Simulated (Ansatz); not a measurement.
## Redistribution: C3H5F3 + C2H3F3 → C3H6F2 + C2H2F4

Species: C3H5F3 `CC(F)C(F)F`, singlet; C2H3F3 (1,1,2-trifluoroethane) `FCC(F)F`, singlet; C3H6F2 `CC(F)CF`, singlet; C2H2F4 (1,1,2,2-tetrafluoroethane) `FC(F)C(F)F`, singlet. The partners trade F for H; both sit on C, so the bond types are kept.

Shapes, held fixed at every level: PBE0-D4/def2-TZVP. Flexible molecules stand in one conformer, not always the lowest. Programs: Ansatz 0.2.0. The zero-point and thermal change to 298 K, harmonic and unscaled (PBE0-D4/def2-TZVP), is -0.4 kJ/mol.

(1) Estimate ΔH(298 K) of this reaction.

Results:

(1) The highest level, CCSD(T)/CBS estimate, gives ΔH(298 K) = +14.9 kJ/mol; the levels span +13.9 to +21.1. The column of differences is taken from that level and isn't an error. No measured value is set beside it here. The CBS estimate extrapolates MP2 from def2-TZVPP and def2-QZVPP and adds CCSD(T) − MP2 in the triple-zeta set, cores frozen. Times are processor times on shared x86 and Arm servers, and rough.

```tsv
level	kind	ΔH(298 K) (kJ/mol)	less CCSD(T)/CBS estimate	CPU time (sum over the molecules)
HF/def2-SVP	Hartree–Fock	+21.1	+6.2	–
r2SCAN-D4/def2-TZVPP	meta-GGA	+13.9	-1.0	48 s
B3LYP-D4/def2-TZVPP	global hybrid	+14.4	-0.5	41 s
BHLYP-D4/def2-TZVPP	global hybrid	+15.3	+0.4	27 s
MP2/def2-TZVPP	perturbation theory	+14.6	-0.3	–
CCSD(T)/def2-TZVPP	coupled cluster or CI	+14.7	-0.2	32 min
CCSD(T)/CBS estimate	coupled cluster or CI	+14.9	0.0	36 min
```
